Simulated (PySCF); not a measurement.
Methane, difluoro-, CH₂F₂, SMILES FCF, point group C2v.

Level: B3LYP/pcSseg-2 in PySCF (density fitting, grid level 2); geometry and Hessian at that level, cubic constants and property derivatives from steps of ±0.6 along each species' dimensionless normal coordinates, second-order vibrational perturbation theory. The parent has the commonest isotopes.

Equilibrium geometry (Å):

```csv
atom,x,y,z
F1,1.1691,-0.6119,-0.1062
C2,0.0002,0.0805,-0.0043
F3,-1.0347,-0.8010,-0.0923
H4,-0.0350,0.5641,0.9714
H5,-0.0651,0.7798,-0.8372
```

An isotope shift is δ(isotopologue) − δ(parent), that is, the negative of the change in the averaged GIAO shielding; n counts bonds from the nearest label (0: the labelled atom itself). These are computed values; those of heavy atoms are rounded to 5 ppb, about the numerical noise. One-bond deuterium shifts of ¹³C at such levels come out too large, by a quarter to a half.

Task: What isotope shifts arise with ²H at 4?

Result: 
| nucleus | n | 0 K (ppb) | 500 K (ppb) |
| --- | --- | --- | --- |
| H4 | 0 | -131 | -116 |
| C2 | 1 | -355 | -330 |
| F1 | 2 | -840 | -765 |
| F3 | 2 | -835 | -765 |
| H5 | 2 | -15 | -14 |

Task: What isotope shifts arise with ¹³C at 2?

Result: 
| nucleus | n | 0 K (ppb) | 500 K (ppb) |
| --- | --- | --- | --- |
| C2 | 0 | -40 | -30 |
| F1 | 1 | -140 | -110 |
| F3 | 1 | -140 | -110 |
| H4 | 1 | -3 | -3 |
| H5 | 1 | -3 | -3 |

Task: What isotope shifts arise with ¹³C at 2, ²H at 4?

Result: 
```tsv
nucleus	n	0 K (ppb)	500 K (ppb)
C2	0	-395	-360
H4	0	-134	-118
F1	1	-975	-875
F3	1	-975	-870
H5	1	-18	-17
```
